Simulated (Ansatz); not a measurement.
Take Pd in the fcc (Cu type) structure (space group Fm-3m, No. 225) as the base.

```yaml
crystal:
  lattice:
    - [0.00000, 1.97138, 1.97138]
    - [1.97138, 0.00000, 1.97138]
    - [1.97138, 1.97138, 0.00000]
  atoms:
    - { symbol: Pd, position: [0.00000, 0.00000, 0.00000] }
```

Levels (all Ansatz, a quantum-chemistry and plane-wave program, PAW): PBE (420 eV, without spin-orbit coupling); PBEsol (420 eV, scalar-relativistic without spin-orbit coupling).

Levels that relaxed their own cell: PBE and PBEsol.

```
level   lattice parameter a
------  -------------------
PBE                 3.943 Å
PBEsol              3.876 Å
```

Measured: lattice parameter a 3.876 Å (static lattice; corrected from measurement; as listed in Daniel Mejia-Rodriguez, S. B. Trickey, Phys. Rev. B (2018)).

Computed minus measured — lattice parameter a: PBE +1.7 %, PBEsol -0.0 % (closest: PBEsol).

Stability against distortions was not tested. The final runs are not spin-polarised.
